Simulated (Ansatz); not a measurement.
Energy needed to pull apart CH₄OSi (SMILES C[Si]O), singlet, into free ground-state atoms, from the structure below (displaced at random from a GFN2-xTB minimum); no zero-point or spin–orbit terms; open-shell atoms are treated unrestricted, in their ground-state multiplicity.

```xyz
7
angstrom
C -0.6652 0.4199 -0.2913
Si 1.1647 0.0064 -0.7865
O 1.6355 -0.9650 0.4524
H -1.4037 -0.3497 -0.4988
H -1.0868 1.3235 -0.8268
H -0.7316 0.6703 0.7228
H 1.1220 -1.2193 1.2431
```

Computed with Ansatz 0.2.0 (basis: def2-TZVPP); correlated methods freeze the cores.

```csv
method,atomization energy (kcal/mol)
PBE-D4,615.4
r2SCAN-D4,605.6
PBE0-D4,602.8
r2SCANh-D4,?
r2SCAN0-D4,?
wB97M-V,610.9
HF,436.5
MP2,599.5
CCSD,583.0
CCSD(T),591.6
```

Q: What does r2SCAN0-D4 give? (To be estimated.)

A: Computed: 595.1 kcal/mol, which is about 3.5 kcal/mol more than CCSD(T)/def2-TZVPP.

Q: What does r2SCANh-D4 give? (An estimate is asked for; the value comes from the calculation.)

A: By the calculation: 601.3 kcal/mol, which is about 9.7 kcal/mol more than CCSD(T)/def2-TZVPP.

In triple zeta the MP2 and coupled-cluster atomization energies are still short of their basis limit by a few kcal/mol a bond, whereas those of the functionals are nearly converged, so these differences are not deviations from converged CCSD(T).

T1 diagnostic: at most 0.014. The restricted Hartree–Fock reference is unstable towards an unrestricted one here.

For scale, one of the runs: CCSD(T)/def2-TZVPP forces, 160 basis functions (an equivalent command: `ansatz run in.yaml --threads 4`). Hardware: 4 CPU threads, shared host. Wall time 56 s; peak host memory 2.2 GiB.
